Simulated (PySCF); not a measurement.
**C₃H₄FN: NMR shifts and spin-spin couplings**

What NMR shifts and spin-spin couplings should C₃H₄FN (`FCC1=NC1`) show?

The runs use PySCF 2.14.0, with density-fitted response routines of our own; the level of theory stands in each step. All values are computed, except where a source is named. Atoms are numbered from 0 throughout.

## (1) The starting structure

9 atoms, charge 0, multiplicity 1; geometry from: GFN2-xTB, dihedral held. The dihedral F0–C1–C2–C4 is held at 210°.

Bonds of the start (Å): F0–C1 1.37, C1–C2 1.46, C2–N3 1.25, N3–C4 1.50, C4–C2 1.46, C1–H5 1.10, C1–H6 1.10, C4–H7 1.08, C4–H8 1.08.

## (2) NMR shieldings: PBE0/pcSseg-1

Job settings and geometry (Å):

```
{"job": {"kind": "nmr", "xc": "PBE0", "basis": "pcSseg-1", "pop": false}, "charge": 0, "multiplicity": 1}
F      1.510228     0.606834     1.195040
C      1.281206    -0.201086     0.113391
C     -0.116744    -0.165168    -0.313431
N     -1.217920     0.434395    -0.307185
C     -1.189499    -0.925736    -0.936604
H      1.565918    -1.220059     0.406780
H      1.932997     0.146017    -0.700583
H     -1.260484    -0.973624    -2.015096
H     -1.673060    -1.729474    -0.397302
```

Method: GIAO PBE0/pcSseg-1 NMR shielding, non-relativistic, gas phase.

What it wrote:

```text
coarse grid: 7888 points
cycle   1  E = -270.8163115903  dE =  7.707e-01  |g| = 5.182e-01  |ddm| = 2.662e+00
cycle   2  E = -270.7221713051  dE =  9.414e-02  |g| = 8.930e-01  |ddm| = 9.309e-01
cycle   3  E = -270.8653482510  dE = -1.432e-01  |g| = 1.188e-01  |ddm| = 6.100e-01
cycle   4  E = -270.8674494601  dE = -2.101e-03  |g| = 6.151e-02  |ddm| = 1.065e-01
cycle   5  E = -270.8681943109  dE = -7.449e-04  |g| = 6.538e-03  |ddm| = 4.229e-02
cycle   6  E = -270.8682028969  dE = -8.586e-06  |g| = 2.399e-03  |ddm| = 8.783e-03
final grid: 77712 points
cycle   7  E = -270.9029052375  dE = -2.284e-05  |g| = 5.205e-03  |ddm| = 1.762e-02
cycle   8  E = -270.9029033439  dE =  1.894e-06  |g| = 6.438e-03  |ddm| = 7.243e-03
cycle   9  E = -270.9029109492  dE = -7.605e-06  |g| = 7.517e-04  |ddm| = 3.882e-03
cycle  10  E = -270.9029110410  dE = -9.186e-08  |g| = 1.940e-04  |ddm| = 6.430e-04
cycle  11  E = -270.9029110444  dE = -3.337e-09  |g| = 1.405e-04  |ddm| = 1.951e-04
cycle  12  E = -270.9029110484  dE = -4.042e-09  |g| = 1.938e-05  |ddm| = 9.869e-05
cycle  13  E = -270.9029110485  dE = -6.776e-11  |g| = 5.199e-06  |ddm| = 1.708e-05
converged SCF energy = -270.9029110485

GIAO shielding tensors (ppm)
atom      isotropic    diamagn.    paramagn.     s11        s22        s33       span
  0 F      430.909     471.522     -40.612    410.239    425.946    456.543     46.304
  1 C      103.517     240.139    -136.623     70.993     81.138    158.419     87.426
  2 C       12.507     255.215    -242.709   -161.881     52.585    146.815    308.696
  3 N      -56.234     324.852    -381.087   -373.717    -92.039    297.052    670.769
  4 C      166.683     254.091     -87.408    109.680    151.193    239.176    129.496
  5 H       25.398      26.897      -1.499     21.053     24.714     30.425      9.372
  6 H       25.457      26.638      -1.181     22.337     24.540     29.493      7.156
  7 H       30.368      30.243       0.125     25.333     27.327     38.445     13.112
  8 H       30.585      30.533       0.051     25.263     27.655     38.835     13.572
```

Wall time 3.8 s (1 thread, shared host).

Shifts follow as δ = σ(reference) − σ, with reference shieldings (ppm) from runs at the same level and on the same kind of geometry: 1H TMS 31.72, 13C TMS 186.9, 19F CFCl3 170.9, 15N NH3 267.7. The references are single molecules in the gas phase, so shifts against H2O, NH3, PH3, H3PO4 or CFCl3 are not on the usual liquid scales and can be off by tens of ppm. Each atom is listed at this fixed geometry, with no averaging over motion; a spectrum would average atoms that exchange fast.

```csv
atoms,environment,σ (ppm),δ (ppm)
C2,C=N carbon,12.5,174.4
C1,sp3 CH2 bonded to F,103.5,83.4
C4,three-membered-ring carbon,166.7,20.2
H5,hydrogen on an sp3 CH2 bonded to F,25.40,6.32
H6,hydrogen on an sp3 CH2 bonded to F,25.46,6.26
H7,hydrogen on a three-membered-ring carbon,30.37,1.35
H8,hydrogen on a three-membered-ring carbon,30.58,1.13
F0,fluorine on an sp3 carbon,430.9,-260.0
N3,imine nitrogen,-56.2,324.0
```

## (3) Indirect couplings: B3LYP/pcJ-1

The job, as its differences from that of step 2:

```diff
@@ -1,2 +1,2 @@
-{"job": {"kind": "nmr", "xc": "PBE0", "basis": "pcSseg-1", "pop": false}, "charge": 0, "multiplicity": 1}
+{"job": {"kind": "j", "xc": "B3LYP", "basis": "pcJ-1"}, "charge": 0, "multiplicity": 1}
 F      1.510228     0.606834     1.195040
```

With the program's defaults for keys left out, this is: B3LYP/pcJ-1 indirect spin-spin coupling, non-relativistic, gas phase.

What it wrote:

```text
coarse grid: 7888 points
cycle   1  E = -271.1361993963  dE =  7.182e-01  |g| = 5.577e-01  |ddm| = 2.506e+00
cycle   2  E = -271.0081007527  dE =  1.281e-01  |g| = 1.016e+00  |ddm| = 1.029e+00
cycle   3  E = -271.1888325652  dE = -1.807e-01  |g| = 1.458e-01  |ddm| = 6.812e-01
cycle   4  E = -271.1918280370  dE = -2.995e-03  |g| = 8.032e-02  |ddm| = 1.280e-01
cycle   5  E = -271.1930598040  dE = -1.232e-03  |g| = 1.110e-02  |ddm| = 5.305e-02
cycle   6  E = -271.1930847836  dE = -2.498e-05  |g| = 3.223e-03  |ddm| = 1.229e-02
cycle   7  E = -271.1930870958  dE = -2.312e-06  |g| = 3.839e-04  |ddm| = 2.963e-03
final grid: 77712 points
cycle   8  E = -271.2346715463  dE = -9.329e-05  |g| = 5.845e-03  |ddm| = 1.209e-02
cycle   9  E = -271.2346668468  dE =  4.699e-06  |g| = 8.000e-03  |ddm| = 8.977e-03
cycle  10  E = -271.2346778870  dE = -1.104e-05  |g| = 1.038e-03  |ddm| = 5.110e-03
cycle  11  E = -271.2346779972  dE = -1.102e-07  |g| = 6.820e-04  |ddm| = 1.046e-03
cycle  12  E = -271.2346780794  dE = -8.223e-08  |g| = 2.912e-04  |ddm| = 5.239e-04
cycle  13  E = -271.2346780956  dE = -1.613e-08  |g| = 1.263e-05  |ddm| = 1.897e-04
cycle  14  E = -271.2346780956  dE = -2.274e-11  |g| = 5.962e-06  |ddm| = 1.519e-05
converged SCF energy = -271.2346780956

Indirect spin-spin couplings (Hz)
  i      j    bonds     total        FC       PSO       DSO        SD
  0 F    1 C    1   -241.975  -292.258    27.381     0.667    22.235
  0 F    2 C    2     20.340    23.091    -2.826     0.038     0.037
  0 F    3 N    3      4.472     3.356     0.718     0.063     0.335
  0 F    4 C    3      3.183     3.361    -0.297    -0.353     0.472
  0 F    5 H    2     54.491    48.700    10.849    -1.355    -3.703
  0 F    6 H    2     51.333    45.264    10.994    -1.371    -3.554
  0 F    7 H    4      3.771     3.474     1.495    -1.388     0.190
  0 F    8 H    4     -2.479    -2.481     1.348    -1.005    -0.342
  1 C    2 C    1     75.579    76.711    -1.991     0.307     0.552
  1 C    3 N    2     -2.484    -2.917     0.492     0.041    -0.099
  1 C    4 C    2      4.073     4.179    -0.262    -0.053     0.209
  1 C    5 H    1    163.857   163.043    -0.360     1.002     0.172
  1 C    6 H    1    154.394   153.550    -0.315     0.997     0.161
  1 C    7 H    3     -1.782    -1.758     0.200    -0.237     0.012
  1 C    8 H    3     -1.762    -1.714     0.145    -0.220     0.027
  2 C    3 N    1      8.795     1.843     9.054    -0.054    -2.047
  2 C    4 C    1     25.287    26.853    -1.290     0.198    -0.474
  2 C    5 H    2     -4.890    -4.641    -0.356     0.027     0.079
  2 C    6 H    2     -6.267    -6.216    -0.220     0.039     0.131
  2 C    7 H    2     -2.256    -1.847     0.154    -0.347    -0.215
  2 C    8 H    2     -2.865    -2.442     0.219    -0.350    -0.292
  3 N    4 C    1     13.417    13.817    -0.297    -0.043    -0.060
  3 N    5 H    3     -1.777    -1.896    -0.109     0.221     0.008
  3 N    6 H    3     -2.002    -2.047    -0.065     0.170    -0.060
  3 N    7 H    2     -3.388    -3.397    -0.318     0.182     0.145
  3 N    8 H    2     -3.648    -3.662    -0.385     0.179     0.219
  4 C    5 H    3      1.556     1.518     0.005    -0.103     0.135
  4 C    6 H    3      0.140     0.133     0.195    -0.275     0.087
  4 C    7 H    1    186.200   184.716     0.305     0.786     0.392
  4 C    8 H    1    185.188   183.716     0.294     0.790     0.389
  5 H    6 H    2    -18.223   -18.561     2.314    -2.300     0.324
  5 H    7 H    4     -0.829    -0.745     0.883    -0.969     0.001
  6 H    7 H    4     -1.045    -0.959     0.365    -0.458     0.007
  6 H    8 H    4     -1.170    -1.062     1.471    -1.574    -0.005
  7 H    8 H    2      9.862     9.595     3.389    -3.275     0.152
```

Wall time 16 s (1 thread, shared host).

A choice of the couplings up to four bonds, sorted by the number of bonds; isotopes 13C, 19F, 1H, 15N:

| pair | bonds | J (Hz) | Fermi contact (Hz) | dihedral (°) |
| --- | --- | --- | --- | --- |
| F0–C1 | 1 | -242.0 | -292.3 | – |
| C4–H7 | 1 | 186.2 | 184.7 | – |
| C4–H8 | 1 | 185.2 | 183.7 | – |
| C1–H5 | 1 | 163.9 | 163.0 | – |
| C1–H6 | 1 | 154.4 | 153.6 | – |
| C1–C2 | 1 | 75.6 | 76.7 | – |
| C2–C4 | 1 | 25.3 | 26.9 | – |
| N3–C4 | 1 | 13.4 | 13.8 | – |
| C2–N3 | 1 | 8.8 | 1.8 | – |
| F0–H5 | 2 | 54.5 | 48.7 | – |
| F0–H6 | 2 | 51.3 | 45.3 | – |
| F0–C2 | 2 | 20.3 | 23.1 | – |
| H5–H6 | 2 | -18.2 | -18.6 | – |
| H7–H8 | 2 | 9.9 | 9.6 | – |
| C2–H6 | 2 | -6.3 | -6.2 | – |
| C2–H5 | 2 | -4.9 | -4.6 | – |
| C1–C4 | 2 | 4.1 | 4.2 | – |
| N3–H8 | 2 | -3.6 | -3.7 | – |
| F0–N3 | 3 | 4.5 | 3.4 | 20 |
| F0–C4 | 3 | 3.2 | 3.4 | -150 |
| N3–H6 | 3 | -2.0 | -2.0 | -100 |
| C1–H7 | 3 | -1.8 | -1.8 | -84 |
| N3–H5 | 3 | -1.8 | -1.9 | 139 |
| C1–H8 | 3 | -1.8 | -1.7 | 73 |
| C4–H5 | 3 | 1.6 | 1.5 | -31 |
| F0–H7 | 4 | 3.8 | 3.5 | – |
| F0–H8 | 4 | -2.5 | -2.5 | – |
| H6–H8 | 4 | -1.2 | -1.1 | – |
| H6–H7 | 4 | -1.0 | -1.0 | – |

Quadrupole couplings from the field gradients of the same density:

| atom | isotope | eQq/h (MHz) | η |
| --- | --- | --- | --- |
| N3 | 14N | -3.271 | 0.43 |

## (4) Outcome

| quantity | value |
| --- | --- |
| 13C shifts against TMS (PBE0/pcSseg-1) | 174.4, 83.4, 20.2 ppm |
| 1H shifts against TMS (PBE0/pcSseg-1) | 6.32, 6.26, 1.35, 1.13 ppm |
| 19F shifts against CFCl3 (PBE0/pcSseg-1) | -260.0 ppm |
| 15N shifts against NH3 (PBE0/pcSseg-1) | 324.0 ppm |
| largest coupling of the table (B3LYP/pcJ-1) | 1J(F,C) F0–C1, -242.0 Hz |

**Reading.** Shifts at one fixed geometry are not the observed spectrum, which averages over the motion. The geometry holds a dihedral fixed, so it need not be a minimum. At PBE0/pcSseg-1: Shielding is most anisotropic at N3 (span 671 ppm, paramagnetic term -381 ppm). In the run at B3LYP/pcJ-1, the largest coupling of the table is F0–C1, -242.0 Hz, of which the Fermi-contact term gives -292.3 Hz.
